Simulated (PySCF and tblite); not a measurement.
Results of a calculation; reference values are marked as such.
Stationary points of piperazine at B3LYP-D3(BJ)/def2-SVP, in Å:

Structure A

```
 1 C     1.268    0.718    0.091
 2 C     1.177   -0.803   -0.118
 3 N    -0.078   -1.306    0.369
 4 C    -1.280   -0.635   -0.048
 5 C    -1.151    0.883    0.160
 6 N     0.086    1.427   -0.396
 7 H     2.164    1.130   -0.404
 8 H     1.362    0.922    1.173
 9 H     1.300   -1.008   -1.209
10 H     2.008   -1.316    0.393
11 H    -0.108   -2.037    1.060
12 H    -2.142   -1.033    0.512
13 H    -1.491   -0.818   -1.129
14 H    -2.010    1.414   -0.285
15 H    -1.156    1.093    1.245
16 H     0.053    1.370   -1.416
```

Structure B

```
 1 C     1.263    0.672    0.103
 2 C     1.152   -0.835   -0.174
 3 N    -0.088   -1.420    0.333
 4 C    -1.264   -0.671   -0.105
 5 C    -1.153    0.836    0.172
 6 N     0.087    1.421   -0.334
 7 H     2.162    1.097   -0.376
 8 H     1.380    0.827    1.193
 9 H     1.185   -1.001   -1.268
10 H     2.011   -1.380    0.255
11 H    -0.060   -1.439    1.353
12 H    -2.163   -1.096    0.374
13 H    -1.381   -0.826   -1.195
14 H    -2.012    1.381   -0.256
15 H    -1.186    1.002    1.267
16 H     0.059    1.440   -1.354
```

Structure C

```
 1 C     1.262    0.737    0.082
 2 C     1.155   -0.787   -0.044
 3 N    -0.069   -1.233    0.606
 4 C    -1.256   -0.620    0.027
 5 C    -1.146    0.903    0.153
 6 N     0.085    1.438   -0.423
 7 H     2.157    1.105   -0.446
 8 H     1.380    0.990    1.150
 9 H     1.187   -1.052   -1.129
10 H     2.022   -1.272    0.435
11 H    -0.140   -2.247    0.591
12 H    -2.151   -0.983    0.560
13 H    -1.389   -0.874   -1.052
14 H    -2.011    1.393   -0.322
15 H    -1.164    1.166    1.226
16 H     0.049    1.349   -1.440
```

Level: PBE0/pcSseg-1 + D3(BJ) on B3LYP-D3(BJ)/def2-SVP stationary points, with GFN2-xTB thermal terms.

Task: Which structure is a saddle point, and along which motion?

Result: A: one imaginary mode (693i cm⁻¹ at GFN2-xTB, mostly on H11, N3), along the pyramidal inversion at N3.

Task: Give their symmetry and energies above the lowest.

Result: A Cs, 5.2 kcal/mol; B C2h, 1.0 kcal/mol; C Cs, 0.0 kcal/mol.
